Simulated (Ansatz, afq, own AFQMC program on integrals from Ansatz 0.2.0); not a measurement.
# GeH2O, singlet in cc-pVDZ, levels against CCSDT(Q)

```yaml
atoms:
  - { symbol: Ge, position_ang: [0.0000, 0.0000, 0.2692] }
  - { symbol: O, position_ang: [0.0000, 0.0000, -1.3631] }
  - { symbol: H, position_ang: [0.0000, 1.2866, 1.1183] }
  - { symbol: H, position_ang: [0.0000, -1.2866, 1.1183] }
```

Connectivity, by distances: GeH2–O.

Basis cc-pVDZ. Noble-gas cores (and the filled d shells of Ga–Kr and In–Xe) are frozen. Integrals, coupled cluster, full CI and functionals: Ansatz 0.2.0; the random walks run on the same integrals in our own AFQMC program. ph-AFQMC/CISD is guided by a CISD state made of CCSD amplitudes; releasing the constraint for a short imaginary time cuts its bias at the price of noise, slowly where states lie close. Error bars are statistical, one sigma. No spin–orbit coupling.

Determinant: RHF, the one that the program's search chose, which needn't be the lowest solution. The geometry is a point of a scan.

No full CI on the walks' own integrals is used here; CCSDT(Q) serves as the reference and is uncertain by about the last step of the cluster series.

Cautions: no relativity below Rb; no spin-orbit coupling; inner d shell frozen; higher spins were not checked; restricted determinant unstable towards unrestricted (UHF 8 meV lower, ⟨S²⟩ 0.22); raised T1 diagnostic (T1 0.031, weight of the determinant 0.87, largest double 0.11).

* T1 diagnostic: 0.0306
* weight of the determinant in the CISD state: 0.866
* size of the correlated space: 12 electrons in 36 orbitals

| level | correlation energy (eV) |
| --- | --- |
| MP2 | -8.0973 |
| CCSD | -8.3816 |
| CCSD(T) | -8.6970 |

Estimate where AFQMC with the constraint released lies against CCSD(T) on the same integrals.

6.9 ± 3.4 kJ/mol below CCSD(T). The gap is under twice the noise, so this walk alone can't tell the two apart.

Reference: CCSDT(Q), correlation energy -8.764 eV. The released energy is read at 2.40 1/Eh (meV from the phaseless value at times in 1/Eh: 11 ± 22 at 0.24, -36 ± 24 at 0.51, -37 ± 20 at 0.99, -32 ± 26 at 1.62, -47 ± 36 at 2.40).

```csv
level,E − E(reference) (kJ/mol),share of correlation (%)
CCSD(T),6.5,99.24
CCSDT,4.5,99.47
ph-AFQMC/CISD,4.1 ± 2.6,99.51
released AFQMC,-0.4 ± 3.4,100.05
```

A walk keeps the symmetry of its determinant, which the program's search chose and which needn't be the lowest solution, so a lower state of the same spin and another symmetry isn't excluded. Released energies are given only where the last usable release times agree within the noise; a slower fall can still hide under it.
